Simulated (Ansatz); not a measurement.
**AlH2F (SMILES [F][AlH2]): one structure at several levels**

One table from this session's results is given with a row withheld; the runs are named, their logs left out.

Computed with Ansatz 0.2.0, Gaussian basis. Level: single points in def2-TZVPP.

Correlated methods freeze the cores.

## The system as given

SMILES `[F][AlH2]`, 4 atoms, charge 0, spin multiplicity 1.

Atoms are counted from 1 here; the program's logs count them from 0.

Bond lengths: F1–Al2 1.604 Å, Al2–H3 1.504 Å, Al2–H4 1.532 Å. Angles: F1–Al2–H3 118.2°, F1–Al2–H4 118.5°, H3–Al2–H4 122.8°.

Coordinates:

```
F    -0.3648   -0.0284    1.4931
Al   -0.0115    0.0105   -0.0715
H    -0.3833   -1.1785   -0.9145
H     0.8464    1.1659   -0.5982
```

The first run:

run/in.yaml reads:

```yaml
crystal:
  periodic: [false, false, false]
  atoms:
    - {symbol: F, position_ang: [-0.364800, -0.028400, 1.493100]}
    - {symbol: Al, position_ang: [-0.011500, 0.010500, -0.071500]}
    - {symbol: H, position_ang: [-0.383300, -1.178500, -0.914500]}
    - {symbol: H, position_ang: [0.846400, 1.165900, -0.598200]}
basis:
  gaussian: {orbitals: def2-TZVPP}
correlation: {method: ccsd_t}
output: {forces: true}
```

The command line of these runs was not kept.

Among the steps run: CCSD(T)/def2-TZVPP; PBE0-D4/def2-TZVPP; wB97M-V/def2-TZVPP; r2SCAN-D4/def2-TZVPP; PBE-D4/def2-TZVPP; BLYP-D4/def2-TZVPP; r2SCANh-D4/def2-TZVPP.

One table of the session follows, with a row left open; its other results are not shown here.

| method | RMS force component (eV/Å) | angle to CCSD(T) forces (°) | dipole (D) |
| --- | --- | --- | --- |
| CCSD(T) | 0.661 | reference | 1.12 |
| PBE0-D4 | 0.634 | 4.7 | 1.16 |
| wB97M-V | ? | ? | ? |
| r2SCAN-D4 | 0.644 | 2.7 | 1.09 |
| PBE-D4 | 0.809 | 4.2 | 1.08 |
| BLYP-D4 | 0.838 | 8.0 | 1.08 |
| r2SCANh-D4 | 0.600 | 4.7 | 1.12 |

Estimate the missing values for wB97M-V.

As computed: RMS force component (eV/Å): 0.658; angle to CCSD(T) forces (°): 5.5; dipole (D): 1.13. In the column «RMS force component (eV/Å)» it lies between r2SCAN-D4 (0.644) and CCSD(T) (0.661).

Caveats from the session: CCSD(T) in triple zeta still lacks some correlation energy of the bonds, so part of these gaps is its own basis error and they don't rank the functionals.
